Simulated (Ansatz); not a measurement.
System: zinc-blende HgSe. Method: revPBE in Ansatz (PAW).

Numerical settings: plane-wave cutoff 520 eV, 10×10×10 k mesh, Fermi–Dirac smearing 0.01 eV, scalar-relativistic PAW data made under PBE.

The volume scan:

```json
[
 {"V (Å³/atom)": "29.768", "E − E_lowest (meV/atom)": "15.17", "P (GPa)": "2.724"},
 {"V (Å³/atom)": "30.402", "E − E_lowest (meV/atom)": "6.46", "P (GPa)": "1.703"},
 {"V (Å³/atom)": "31.035", "E − E_lowest (meV/atom)": "1.55", "P (GPa)": "0.800"},
 {"V (Å³/atom)": "31.668", "E − E_lowest (meV/atom)": "0.00", "P (GPa)": "0.001"},
 {"V (Å³/atom)": "32.302", "E − E_lowest (meV/atom)": "1.42", "P (GPa)": "-0.707"},
 {"V (Å³/atom)": "32.935", "E − E_lowest (meV/atom)": "5.48", "P (GPa)": "-1.332"},
 {"V (Å³/atom)": "33.569", "E − E_lowest (meV/atom)": "11.86", "P (GPa)": "-1.885"}
]
```

Question: Estimate the bulk modulus from the pressures at 31.035 and 32.302 Å³/atom, and compare it with a fit to all energies.

Answer: B = −V dP/dV. Between V = 31.035 and 32.302 Å³/atom, dP/dV = (-0.707 − (0.800))/(32.302 − 31.035) = -1.19 GPa per Å³/atom; at the midpoint 31.669 Å³/atom this gives B ≈ 37.7 GPa. The third-order Birch–Murnaghan fit gives V0 = 31.669 Å³/atom, B0 = 37.6 GPa, B′ = 5.1, which lies within 1 % of that estimate.

Measured, for comparison: bulk modulus 50 GPa (temperature not stated, no zero-point or thermal correction, our sources range from 48.5 to 51.6; as tabulated in Toher et al. (2017), arXiv:1611.05714); equilibrium volume per atom 28.16 Å³/atom (293 K, no zero-point or thermal correction; as tabulated in Cardona et al. (2009), arXiv:0908.2634). Computed (rounded) less measured: bulk modulus -25 % (-22 % to -27 % over the range), equilibrium volume per atom +12.5 %.

Note: the cell is over a tenth larger than the published one: the level's own overestimate first of all, though another phase or state, or a fault of the published cell, is possible.

Spin–orbit coupling is not included; it can open a gap where bands touch, and shift volumes and moduli.

The computed numbers hold no vibrational or temperature effects.

Ansatz is an electronic-structure program.
